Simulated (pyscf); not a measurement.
Thermochemistry of product channels of H₂N–SiH₃ + H• on the doublet surface, in eV, from ωB97M-D3(BJ)/def2-TZVP energies (ideal gas, 1 atm, RRHO with modes under 100 cm⁻¹ raised to 100, one conformer, R ln 2 for rigid chiral ones). Single points on ωB97X-D3(BJ)/def2-SVP structures (PySCF, gas phase).

```tsv
products	ΔE	ΔH(298 K)	ΔG(600 K)	ΔG(1200 K)
NH [triplet] + SiH₃• + H₂	+4.25	+4.01	+3.07	+2.14
H₂N–SiH₂• + H₂	-0.54	-0.51	-0.62	-0.71
•HN–SiH₃ + H₂	+0.36	+0.27	+0.14	+0.02
```

These are energies of the channels, which say nothing of barriers.
